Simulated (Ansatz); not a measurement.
One change: `C#C/N=C\C` becomes `CC=N`.

Ansatz, PBE0-D4/def2-TZVP geometries, multiplicity 1. Each molecule was computed in one conformer, which needn't be the lowest.

```json
{"property": "LUMO energy (PBE/def2-TZVPP) / eV", "`C#C/N=C\\C`": "-2.28"}
{"property": "HOMO energy (ωB97M-V/def2-TZVPP) / eV", "`C#C/N=C\\C`": "-9.15"}
{"property": "HOMO–LUMO gap (ωB97M-V/def2-TZVPP) / eV", "`C#C/N=C\\C`": "10.00"}
{"property": "HOMO–LUMO gap (B3LYP/def2-TZVPP) / eV", "`C#C/N=C\\C`": "5.19"}
{"property": "size of the dipole moment (ωB97M-V/def2-TZVPP) / D", "`C#C/N=C\\C`": "2.64"}
{"property": "HOMO–LUMO gap (PBE0/def2-TZVPP) / eV", "`C#C/N=C\\C`": "5.63"}
```

Question: What does the change do to each property? (Best estimate.)

Answer: Computed: 
| property | `CC=N` | shift |
| --- | --- | --- |
| LUMO energy (PBE/def2-TZVPP) / eV | -1.14 | 1.14 |
| HOMO energy (ωB97M-V/def2-TZVPP) / eV | -9.97 | -0.82 |
| HOMO–LUMO gap (ωB97M-V/def2-TZVPP) / eV | 12.29 | 2.29 |
| HOMO–LUMO gap (B3LYP/def2-TZVPP) / eV | 7.07 | 1.88 |
| size of the dipole moment (ωB97M-V/def2-TZVPP) / D | 2.54 | -0.10 |
| HOMO–LUMO gap (PBE0/def2-TZVPP) / eV | 7.58 | 1.95 |

With PBE0 the HOMO falls by 0.64 eV and the LUMO rises by 1.32 eV, so the gap widens by about 1.96 eV. PBE moves the HOMO by -0.34 eV and ωB97M-V by -0.82 eV. The zero-point energy changes by -23.4 kJ/mol with -6 modes. Dipoles are sizes alone; their direction can turn.

B3LYP here is the variant with VWN-RPA as its local correlation; programs differ in this.
